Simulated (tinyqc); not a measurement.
CIS and TDHF on RHF in the sto-3g basis, frozen core, for BH2+, spin multiplicity 1, step by step. One step of it, computed by the program tinyqc.

Problem. CIS matrix, singlets. A(ia,jb) = (e_a - e_i) d_ij d_ab + 2 (ia|jb) - (ij|ab).

orbital energies (hartree): MO1 -7.933887, MO2 -0.963645, MO3 -0.818623, MO4 -0.232063, MO5 -0.163493, MO6 0.206754, MO7 0.293992

Two-electron integrals over orbitals (pq|rs), unique and non-zero (hartree); the lowest 1 orbital is frozen and left out:
```
(22|22) 0.470612    (32|32) 0.140865    (33|22) 0.461482    (33|33) 0.479029
(42|22) 0.019579    (42|33) 0.017016    (42|42) 0.070480    (43|32) 0.024247
(43|43) 0.031439    (44|22) 0.440813    (44|33) 0.424841    (44|42) -0.073233
(44|44) 0.575035    (52|52) 0.075003    (53|53) 0.018863    (54|52) -0.031935
(54|54) 0.042442    (55|22) 0.470760    (55|33) 0.436156    (55|42) -0.038910
(55|44) 0.506189    (55|55) 0.586773    (62|22) 0.050456    (62|33) 0.012179
(62|42) -0.003791   (62|44) 0.057246    (62|55) 0.099548    (62|62) 0.087462
(63|32) -0.066659   (63|43) -0.026823   (63|63) 0.075886    (64|22) 0.024144
(64|33) 0.002540    (64|42) -0.003417   (64|44) 0.043258    (64|55) 0.041810
(64|62) 0.048161    (64|64) 0.033894    (65|52) 0.050374    (65|54) -0.011405
(65|65) 0.041801    (66|22) 0.475580    (66|33) 0.467689    (66|42) 0.055140
(66|44) 0.408974    (66|55) 0.446293    (66|62) 0.034781    (66|64) 0.016868
(66|66) 0.525808    (72|32) -0.015245   (72|43) -0.031881   (72|63) 0.050501
(72|72) 0.053909    (73|22) 0.039474    (73|33) 0.023834    (73|42) -0.053398
(73|44) 0.101059    (73|55) 0.107079    (73|62) 0.070214    (73|64) 0.039324
(73|66) -0.006641   (73|73) 0.109139    (74|32) -0.069791   (74|43) 0.003534
(74|63) 0.040176    (74|72) 0.004059    (74|74) 0.055374    (75|53) 0.016501
(75|75) 0.018259    (76|32) 0.115941    (76|43) 0.037408    (76|63) -0.080031
(76|72) -0.042214   (76|74) -0.056902   (76|76) 0.124049    (77|22) 0.461881
(77|33) 0.479071    (77|42) -0.000739   (77|44) 0.457425    (77|55) 0.456305
(77|62) 0.012075    (77|64) 0.001347    (77|66) 0.476329    (77|73) 0.034270
(77|77) 0.506853
```

Give: CIS matrix A, singlet.

Solution.

CIS matrix A, singlet (hartree), order 2>4, 2>5, 2>6, 2>7, 3>4, 3>5, 3>6, 3>7:
$$\begin{pmatrix}
0.4317 & 0.0000 & -0.0317 & 0.0000 & 0.0000 & 0.0000 & 0.0000 & -0.0370 \\
0.0000 & 0.4794 & 0.0000 & 0.0000 & 0.0000 & 0.0000 & 0.0000 & 0.0000 \\
-0.0317 & 0.0000 & 0.8697 & 0.0000 & 0.0000 & 0.0000 & 0.0000 & 0.0245 \\
0.0000 & 0.0000 & 0.0000 & 0.9036 & 0.0060 & 0.0000 & -0.0149 & 0.0000 \\
0.0000 & 0.0000 & 0.0000 & 0.0060 & 0.2246 & 0.0000 & -0.0562 & 0.0000 \\
0.0000 & 0.0000 & 0.0000 & 0.0000 & 0.0000 & 0.2567 & 0.0000 & 0.0000 \\
0.0000 & 0.0000 & 0.0000 & -0.0149 & -0.0562 & 0.0000 & 0.7095 & 0.0000 \\
-0.0370 & 0.0000 & 0.0245 & 0.0000 & 0.0000 & 0.0000 & 0.0000 & 0.8518
\end{pmatrix}$$
